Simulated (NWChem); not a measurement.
## Correlation energy of dimethylamine (C₂H₇N)

SMILES: N(C)C
```xyz
10

C      0.0184     0.2167    -1.2073
N     -0.1400    -0.5514     0.0000
C      0.0184     0.2167     1.2073
H      0.9861     0.7624    -1.2886
H     -0.7815     0.9733    -1.2786
H     -0.0754    -0.4361    -2.0886
H      0.5011    -1.3400     0.0000
H      0.9861     0.7624     1.2886
H     -0.0754    -0.4361     2.0886
H     -0.7815     0.9733     1.2786
```
Charge 0, spin multiplicity 1.

All runs are NWChem calculations. All single points use one geometry, from PBE0/def2-SVP, a minimum by its harmonic frequencies.

Basis set: 6-311G**. Each correlation energy counts from its own Hartree-Fock reference.

The correlated methods keep 3 core orbitals frozen. The Pople sets run with spherical d functions. Coupled-cluster values serve here as a point of comparison, not as the truth.

### Question
For the correlation energy, MP2 gives -494.9 mHa and SCS-MP2 gives -496.9 mHa. What do CR-CCSD[T], CR-CCSD(T), CCSD give?

### Answer
CR-CCSD[T]: -548.5 mHa; CR-CCSD(T): -548.2 mHa; CCSD: -535.6 mHa.
